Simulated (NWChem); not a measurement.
Everything below was run with NWChem. System: dimethylamine (C₂H₇N), charge 0, spin multiplicity 1, at a geometry optimised with PBE0/def2-SVP. Level: CCSD(T)/3-21G, 3 core orbitals frozen.

NWChem printed:

```
             Northwest Computational Chemistry Package (NWChem) 7.3.0
             --------------------------------------------------------

                                NWChem Input Module
                                -------------------

 Scaling coordinates for geometry "geometry" by  1.889725989
 (inverse scale =  0.529177249)

 Turning off AUTOSYM since
 SYMMETRY directive was detected!

                             Geometry "geometry" -> ""
                             -------------------------

 Output coordinates in angstroms (scale by  1.889725989 to convert to a.u.)

  No.       Tag          Charge          X              Y              Z
 ---- ---------------- ---------- -------------- -------------- --------------
    1 C                    6.0000    -0.21673600     0.01837600    -1.20726100
    2 N                    7.0000     0.55144600    -0.14000900     0.00000000
    3 C                    6.0000    -0.21673600     0.01837600     1.20726100
    4 H                    1.0000    -0.76244000     0.98611700    -1.28861200
    5 H                    1.0000    -0.97329600    -0.78151400    -1.27861700
    6 H                    1.0000     0.43607300    -0.07538200    -2.08862000
    7 H                    1.0000     1.34002900     0.50109900     0.00000000
    8 H                    1.0000    -0.76244000     0.98611700     1.28861200
    9 H                    1.0000     0.43607300    -0.07538200     2.08862000
   10 H                    1.0000    -0.97329600    -0.78151400     1.27861700

 Effective nuclear repulsion energy (a.u.)      84.2929080680

            Nuclear Dipole moment (a.u.)
            ----------------------------
        X                 Y               Z
 ---------------- ---------------- ----------------
    -0.0000132281    -0.0000188973     0.0000000000

      Symmetry information
      --------------------

 Group name             Cs
 Group number              2
 Group order               2
 No. of unique centers     6

      Symmetry unique atoms

     1    2    4    5    6    7


 Summary of "ao basis" -> "" (spherical)
 ------------------------------------------------------------------------------
       Tag                 Description            Shells   Functions and Types
 ---------------- ------------------------------  ------  ---------------------
 *                           3-21g                    on all atoms

 Summary of "ao basis" -> "ao basis" (spherical)
[...]
         Wavefunction type : Restricted Hartree-Fock
          No. of electrons :    26
           Alpha electrons :    13
            Beta electrons :    13
           No. of orbitals :    82
            Alpha orbitals :    41
             Beta orbitals :    41
        Alpha frozen cores :     3
         Beta frozen cores :     3
     Alpha frozen virtuals :     0
      Beta frozen virtuals :     0
         Spin multiplicity : singlet
    Number of AO functions :    41
       Number of AO shells :    29
        Use of symmetry is : on
      Symmetry adaption is : on
         Schwarz screening : 0.10D-09

          Correlation Information
          -----------------------
          Calculation type : Coupled-cluster singles & doubles w/ perturbation
   Perturbative correction : (T)
            Max iterations :      100
        Residual threshold : 0.10D-05
     T(0) DIIS level shift : 0.00D+00
     L(0) DIIS level shift : 0.00D+00
     T(1) DIIS level shift : 0.00D+00
     L(1) DIIS level shift : 0.00D+00
     T(R) DIIS level shift : 0.00D+00
     T(I) DIIS level shift : 0.00D+00
   CC-T/L Amplitude update :  5-th order DIIS
                I/O scheme : Global Array Library
        L-threshold :  0.10D-05
        EOM-threshold :  0.10D-05
 no EOMCCSD initial starts read in
 TCE RESTART OPTIONS
 SLICE:      F
 D4D5:       F
 quantumc:   F
 qrotation:  F
 pwtce:      F
 qducc:      F
 nacto:                         0
 nrotv:                         0
 nrot:                          0

            Memory Information
            ------------------
          Available GA space size is     249035119 doubles
          Available MA space size is     104855492 doubles

 Maximum block size supplied by input
 Maximum block size        24 doubles

 tile_dim =     16

 -------------------------------------------------
   1    alpha     a'     6 doubles       0       1
   2    alpha     a"     4 doubles       6       2
   3    beta      a'     6 doubles      10       1
   4    beta      a"     4 doubles      16       2
   5    alpha     a'    16 doubles      20       5
   6    alpha     a"    12 doubles      36       6
   7    beta      a'    16 doubles      48       5
   8    beta      a"    12 doubles      64       6

 Global array virtual files algorithm will be used

 Parallel file system coherency ......... OK

 4-electron integrals stored in orbital form

 v2    file size   =           312592
 4-index algorithm nr.  13 is used
 imaxsize =       30
 imaxsize ichop =        0


CCSD iterations
 ---------------------------------------------------------
 Iter          Residuum       Correlation     Cpu    Wall
 ---------------------------------------------------------
    1   0.1527885280015  -0.2909917773783     0.1     0.1
    2   0.0515883303729  -0.3158259632965     0.1     0.1
    3   0.0206875298688  -0.3238306489212     0.1     0.1
    4   0.0089681892987  -0.3264993170713     0.1     0.1
    5   0.0040524858136  -0.3275452461481     0.1     0.1
    6   0.0004541744471  -0.3282739322585     0.1     0.1
    7   0.0001678666166  -0.3282933596019     0.1     0.1
    8   0.0000766430416  -0.3282936851345     0.1     0.1
    9   0.0000383772541  -0.3282936060284     0.1     0.1
   10   0.0000203770036  -0.3282939291870     0.1     0.1
   11   0.0000048139237  -0.3282941528090     0.1     0.1
   12   0.0000022314819  -0.3282944102894     0.1     0.1
   13   0.0000012666657  -0.3282945031163     0.1     0.1
   14   0.0000007635312  -0.3282945210562     0.1     0.1
 -----------------------------------------------------------------
 Iterations converged
 CCSD correlation energy / hartree =        -0.328294521056204
 CCSD total energy / hartree       =      -133.820103891195600

 Singles contributions

 Doubles contributions
 CCSD(T)
 Using plain CCSD(T) code
             total no. of tasks           26
 total no. of tasks / no. procs           26
                         wl_min       110592           6.9
                         wl_max       884736           9.8
        thresh for no. of tasks           26

 CCSD[T]  correction energy / hartree =        -0.007598352137969
 CCSD[T] correlation energy / hartree =        -0.335892873194173
 CCSD[T] total energy / hartree       =      -133.827702243333562
 CCSD(T)  correction energy / hartree =        -0.007242866086972
 CCSD(T) correlation energy / hartree =        -0.335537387143176
 CCSD(T) total energy / hartree       =      -133.827346757282584

 Task  times  cpu:        3.2s     wall:        3.2s

 Total times  cpu:        3.2s     wall:        3.2s
```

Question: Write an NWChem input that would produce this output.

Answer: One answer among several that fit: 
```
start mol
memory heap 100 mb stack 700 mb global 1900 mb
geometry units angstroms nocenter noautoz
  C     -0.216736     0.018376    -1.207261
  N      0.551446    -0.140009     0.000000
  C     -0.216736     0.018376     1.207261
  H     -0.762440     0.986117    -1.288612
  H     -0.973296    -0.781514    -1.278617
  H      0.436073    -0.075382    -2.088620
  H      1.340029     0.501099     0.000000
  H     -0.762440     0.986117     1.288612
  H      0.436073    -0.075382     2.088620
  H     -0.973296    -0.781514     1.278617
  symmetry group Cs
end
basis spherical
  * library 3-21g
end
scf
  rhf
  nopen 0
  maxiter 100
  thresh 1e-7
  semidirect memsize 60000000 filesize 0
end
tce
  freeze core 3
  ccsd(t)
  2eorb
  2emet 13
  thresh 1e-6
  maxiter 100
  tilesize 24
end
task tce energy
```
